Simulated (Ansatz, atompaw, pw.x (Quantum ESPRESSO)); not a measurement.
## What a changed setting does to a pw.x run (bcc Al)

Potential: PAW, atompaw 4.2.0.5, PBEsol; core [Ne], reference 3s2 3p1; waves: 3s (bound): rc 2.90 bohr; 3s channel at 0.3 Ry: rc 2.90 bohr; 3p (bound): rc 2.90 bohr; 3p channel at 0.1 Ry: rc 2.90 bohr; 3d channel at 0.1 Ry: rc 2.90 bohr; 3d channel at 2.25 Ry: rc 2.90 bohr; local part: troulliermartins scheme with l = 3 at 0.5 Ry, radius 2.25 bohr; core correction: smooth core density matched at 1.50 bohr; augmentation: besselshape compensation charge, radius 2.65 bohr; PAW radius 2.90 bohr; waves and projectors: custom polynom2 7 10 vanderbiltortho.

The reference run (k-mesh 14³, cutoffs 40/400 Ry, Fermi–Dirac 0.01 Ry, mixing_beta 0.4, conv_thr 1e-9, no spin) gives 0.54 GPa at 16.575 Å³/atom, where all-electron LAPW gives 0.16 GPa. This run, with its own iteration cap, changes k-mesh points per axis to 20.

```
&control
  calculation='scf', prefix='x', pseudo_dir='./', outdir='./tmp', tstress=.true., disk_io='none'
/
&system
  ibrav=0, nat=1, ntyp=1, ecutwfc=40, ecutrho=400, nbnd=8,
  occupations='smearing', smearing='fd', degauss=0.01
/
&electrons
  conv_thr=1e-09, mixing_beta=0.4, electron_maxstep=60
/
ATOMIC_SPECIES
Al 1.0 Al.UPF
CELL_PARAMETERS angstrom
  -1.60619344 1.60619344 1.60619344
  1.60619344 -1.60619344 1.60619344
  1.60619344 1.60619344 -1.60619344
ATOMIC_POSITIONS crystal
Al 0.0000 0.0000 0.0000
K_POINTS automatic
20 20 20 0 0 0
```

```bash
pw.x < Al.scf.in > Al.scf.out
```

Q: How does the run end?

A: It converges in 10 iterations; the free energy moves by +3.6 meV/atom and the pressure by -0.09 GPa.

```
Message from routine setup:
     using ibrav=0 with symmetry is DISCOURAGED, use correct ibrav instead
     lattice parameter (alat)  =       5.2572  a.u.
     unit-cell volume          =     111.8536 (a.u.)^3
     number of electrons       =         3.00
     number of Kohn-Sham states=            8
     kinetic-energy cutoff     =      40.0000  Ry
     charge density cutoff     =     400.0000  Ry
     scf convergence threshold =      1.0E-09
     Exchange-correlation= SLA PW PSX PSC
     number of k points=   256  Fermi-Dirac smearing, width (Ry)=  0.0100
     iteration #  1     ecut=    40.00 Ry     beta= 0.40
     total energy              =     -38.50791121 Ry
     estimated scf accuracy    <       0.00367537 Ry
     iteration #  2     ecut=    40.00 Ry     beta= 0.40
     total energy              =     -38.50833372 Ry
     estimated scf accuracy    <       0.00138088 Ry
     iteration #  3     ecut=    40.00 Ry     beta= 0.40
     total energy              =     -38.50841210 Ry
     estimated scf accuracy    <       0.00002371 Ry
     iteration #  4     ecut=    40.00 Ry     beta= 0.40
     c_bands:  1 eigenvalues not converged
     c_bands:  1 eigenvalues not converged
     total energy              =     -38.50847426 Ry
     estimated scf accuracy    <       0.00000376 Ry
     iteration #  5     ecut=    40.00 Ry     beta= 0.40
     total energy              =     -38.50847023 Ry
     estimated scf accuracy    <       0.00002293 Ry
     iteration #  6     ecut=    40.00 Ry     beta= 0.40
     total energy              =     -38.50847067 Ry
     estimated scf accuracy    <       0.00000028 Ry
     iteration #  7     ecut=    40.00 Ry     beta= 0.40
     total energy              =     -38.50847081 Ry
     estimated scf accuracy    <          6.8E-09 Ry
     iteration #  8     ecut=    40.00 Ry     beta= 0.40
     total energy              =     -38.50847083 Ry
     estimated scf accuracy    <          5.0E-09 Ry
     iteration #  9     ecut=    40.00 Ry     beta= 0.40
     total energy              =     -38.50847083 Ry
     estimated scf accuracy    <          5.7E-09 Ry
     iteration # 10     ecut=    40.00 Ry     beta= 0.40
     the Fermi energy is     7.5681 ev
!    total energy              =     -38.50847083 Ry
     estimated scf accuracy    <          7.8E-10 Ry
     smearing contrib. (-TS)   =      -0.00192269 Ry
     The total energy is F=E-TS. E is the sum of the following terms:
     one-electron contribution =       3.22282956 Ry
     hartree contribution      =       0.00419064 Ry
     xc contribution           =      -2.74611024 Ry
     ewald contribution        =      -5.39542568 Ry
     one-center paw contrib.   =     -33.59203242 Ry
     convergence has been achieved in  10 iterations
          total   stress  (Ry/bohr**3)                   (kbar)     P=        4.47
     Message from routine punch:
     Nothing written, as per user request (disk_io='none')
```

The run took about 18 s on one core of a shared host (Intel(R) Xeon(R) 6975P-C, 192 threads, 378 GiB, load 117).
